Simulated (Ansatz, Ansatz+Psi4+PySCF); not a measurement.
```xyz
2

P     0.0000    0.0000   -0.4358
N     0.0000    0.0000    0.9338
```

Basis set: cc-pVTZ (spherical functions). Correlated methods keep 6 orbitals frozen. Charge 0, multiplicity 1.

Computed with Ansatz (development build ahead of 0.2.0); each method stands on the lowest determinant of its kind that the runs found. Restricted open shells among the atoms or ions are ROHF, correlated in semicanonical orbitals with singles.

Question: Give the atomization energy at this shape (free ground-state atoms in the same class of orbitals less the molecule, no zero-point energy) of singlet PN by RHF-MP2, RHF.

Answer:

| method | atomization energy |
| --- | --- |
| RHF-MP2 | 5.37 eV |
| RHF | 1.38 eV |

Caution: no unrestricted run beside it, a lower state can exist; the shape is not the minimum.
